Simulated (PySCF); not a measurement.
Method: B3LYP-D3(BJ)/def2-TZVP run with PySCF. All species are isolated molecules in the gas phase. One relaxed conformer stands for a flexible species; it need not be the lowest. B3LYP has the VWN-RPA correlation part, as in Gaussian. Delta-SCF ions had no search for a lower state. Excitations are Tamm–Dancoff values on a coarser integration grid. The basis has no diffuse functions, so Rydberg states are missing or too high.

Reference species (SMILES): `CNS` (C–N–S–H torsion 61°) (neutral, multiplicity 1).

The S1–T1 gap (TDA) is 0.66 eV. The vertical ionisation energy (Delta-SCF) is 9.29 eV and the HOMO is -6.68 eV.

After one change: the S1–T1 gap (TDA) drops by 0.18 eV; the vertical ionisation energy (Delta-SCF) increases by 0.10 eV; the HOMO goes up by 0.14 eV.

Question: Name the change that produced these shifts. The new species is one of these.
(A) `CS`
(B) `N#CCS`
(C) `CN(C)S` (C–N–S–H torsion 67°)
(D) `FC(F)(F)S`

Answer: A, `CS`
